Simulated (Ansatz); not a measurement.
Species: SiH4, charge 0, triplet. This triplet is an excited state, 4.7 eV above the singlet at CCSD(T)/cc-pV(5+d)Z (Ansatz, a first-principles code). SiH4 (parent SMILES [SiH4], triplet).
B3LYP-D3(BJ)/def2-TZVP minimum from Ansatz:
```xyz
5

Si    -0.0412     0.0056    -0.0927
H      0.3619     1.4451     0.3157
H     -1.1920     0.1828     0.9299
H      1.4802    -0.2218    -0.2811
H     -0.0738    -1.4842     0.3330
```
Charge 0, spin multiplicity 3.

Hartree-Fock and CCSD(T) correlation energies in hartree (Ansatz). Radicals and triplets start from unrestricted determinants; spin-orbit coupling is neglected. Cores are frozen in correlated methods. No relativity. The UHF reference of H4Si (parent SMILES [SiH4], triplet) is spin-contaminated (<S^2> up to 0.04 over the pure value in the sets run). The spin of H4Si (parent SMILES [SiH4], triplet) was assumed, and the state is the lowest solution found for it.

| basis | X | E(HF) | E(corr, CCSD(T)) |
|---|---|---|---|
| cc-pV(T+d)Z | 3 | -291.09151 | -0.17645 |
| cc-pV(Q+d)Z | 4 | -291.09532 | -0.18458 |
| cc-pV(5+d)Z | 5 | -291.09606 | withheld |

Task: Fit E(corr) = E∞ + A/X³ to X = 3 and 4, predict X = 5, and compare with the run.

Result: A = (-0.17645 - (-0.18458))/(1/27 - 1/64) = 0.3797; E∞ = -0.18458 - A/64 = -0.19051; at X = 5, E∞ + A/125 = -0.18748. The run gave -0.18701, 0.47 mEh above the prediction. The same form on X = 4 and 5 gives E∞ = -0.18956, 0.95 mEh above the first estimate.
